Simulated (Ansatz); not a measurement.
Ansatz (a program for electronic structure) input (B3LYP/6-31G*):

Ansatz 0.2 input:
```yaml
crystal:
  periodic: [false, false, false]
  atoms:
    - {symbol: C, position_ang: [-0.00210666, 1.08457512, 0.12118227]}
    - {symbol: C, position_ang: [0.00074360, -1.08366820, 0.12905599]}
    - {symbol: C, position_ang: [-1.08343120, -0.00190000, -0.13101909]}
    - {symbol: C, position_ang: [1.08479426, 0.00099308, -0.11921917]}
    - {symbol: H, position_ang: [0.00026751, 1.96437125, -0.53077606]}
    - {symbol: H, position_ang: [-0.00822844, 1.42575758, 1.16240489]}
    - {symbol: H, position_ang: [0.00543702, -1.96816680, -0.51649551]}
    - {symbol: H, position_ang: [-0.00449112, -1.41729453, 1.17272910]}
    - {symbol: H, position_ang: [-1.96910508, -0.00072582, 0.51293504]}
    - {symbol: H, position_ang: [-1.41515456, -0.00612826, -1.17530316]}
    - {symbol: H, position_ang: [1.96340055, 0.00452136, 0.53433652]}
    - {symbol: H, position_ang: [1.42787412, -0.00233478, -1.15983083]}
basis:
  gaussian:
    orbitals: 6-31G*
hamiltonian:
  xc: {name: B3LYP}
phonons: {temperatures: {t_min: 298.15, t_max: 298.15, t_step: 100}}
```

### Question
Which harmonic wavenumbers does it give?

### Answer
189, 641, 760, 760, 892, 924, 924, 951, 971, 1023, 1183, 1190, 1263, 1263, 1270, 1277, 1308, 1308, 1511, 1511, 1518, 1550, 3062, 3062, 3062, 3069, 3097, 3111, 3111, 3128 cm⁻¹ (unscaled; negative means imaginary).
